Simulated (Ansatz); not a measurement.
The same path of ClH3Si (5 atoms, charge 0, multiplicity 1) was run 3 times with different band settings. Lost on the way: Si1–H2, Si1–H3. Made: H2–H3.

All numbers below come from RKS r2SCAN-D4/def2-TZVP in Ansatz.

Relaxed end points:

```xyz
5
Properties=species:S:1:pos:R:3
Si 0.240 -0.006 0.170
H 0.228 -0.035 1.648
H 1.630 -0.035 -0.334
H -0.461 1.199 -0.326
Cl -0.746 -1.670 -0.527
```

```xyz
5
Properties=species:S:1:pos:R:3
Si 0.209 0.085 -0.819
H 0.819 0.141 1.176
H 1.407 -0.107 0.724
H -0.641 1.003 0.051
Cl -0.904 -1.668 -0.501
```

Common settings: climbing image yes; spring 5.0 eV/Å²; optimiser quadratic models (default); start path through a guess of the saddle point; force threshold 0.03 eV/Å; end points relaxed.

| run | movable images | iteration limit |
| --- | --- | --- |
| 1 | 7 | 60 |
| 2 | 7 | 10 |
| 3 | 2 | 60 |

Task: What does each run give, and how far can it be trusted?

Result: Run 1: converged after 9 iterations, highest image 2.667 eV above the first end. A vibrational analysis at the climbing image gives one clearly imaginary mode, 1130i cm⁻¹: a first-order saddle point.
Run 2: converged after 9 iterations, highest image 2.667 eV above the first end. Another band between the same ends (7 images) ends at a top of the same energy, where a vibrational analysis finds 1 clearly imaginary mode.
Run 3: converged after 6 iterations, highest image 2.667 eV above the first end. Neighbouring images differ by up to 1.5 eV, so the band resolves the path poorly. Another band between the same ends (7 images) ends at a top of the same energy, where a vibrational analysis finds 1 clearly imaginary mode. So few images can step over the top or miss a turn of the path.
The orbitals stay closed-shell, which can raise the energy where a bond breaks towards radicals; this wasn't checked here.
